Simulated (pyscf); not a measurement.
H₂C=Se + hydrogen (H₂) + hydrogen (H₂) -> H₃C–SeH + hydrogen (H₂), a multi-bond step (singlet surface; H–H, H–H broken, C–H, H–Se, H–H formed). Single points on ωB97X-D3(BJ)/def2-SVP structures (PySCF, gas phase). Energies in kJ/mol from the separated reactants.

GFN2-xTB: tblite. 

Question: In single points GFN2-xTB puts the saddle at 14.0 kJ/mol and the reaction energy at -189.3 kJ/mol. Should these be trusted to within a few kcal/mol? Compare with ωB97M-D3(BJ)/def2-TZVP.

Answer: ωB97M-D3(BJ)/def2-TZVP gives ΔE‡ = 102.9 kJ/mol and ΔE = -184.5 kJ/mol. GFN2-xTB lies 88.8 kJ/mol under it in the barrier and 4.8 kJ/mol under it in the reaction energy, so on this step it does not hold to within 12.6 kJ/mol. ωB97M-D3(BJ)/def2-TZVP has limits of its own. This is the saddle that the search found; another between the same sides may lie lower. In the def2 sets elements up to Kr have no core potential.
